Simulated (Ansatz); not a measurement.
CsCl-type TlBr was calculated with B3LYP (VWN-RPA form) (Ansatz, a first-principles code, PAW).

Settings: plane-wave cutoff 520 eV, 6×6×6 k mesh, scalar-relativistic PAW data made under PBE.

Computed at the level's own relaxed cell.

```
CELL_PARAMETERS angstrom
      4.14533     0.00000     0.00000
      0.00000     4.14533     0.00000
      0.00000     0.00000     4.14533
ATOMIC_POSITIONS crystal
  Tl 0.00000 0.00000 0.00000
  Br 0.50000 0.50000 0.50000
```

### Question
Give the elastic tensor (Voigt notation, GPa, ions relaxed, in the Cartesian axes of the cell as printed).

### Answer

```
   33.7     8.8     8.8     0.0     0.0     0.0
    8.8    33.7     8.8     0.0     0.0     0.0
    8.8     8.8    33.7     0.0     0.0     0.0
    0.0     0.0     0.0     2.3     0.0     0.0
    0.0     0.0     0.0     0.0     2.3     0.0
    0.0     0.0     0.0     0.0     0.0     2.3
```

Spin–orbit coupling is not included; it can shift volumes and moduli of such heavy elements.

The computed numbers hold no vibrational or temperature effects.
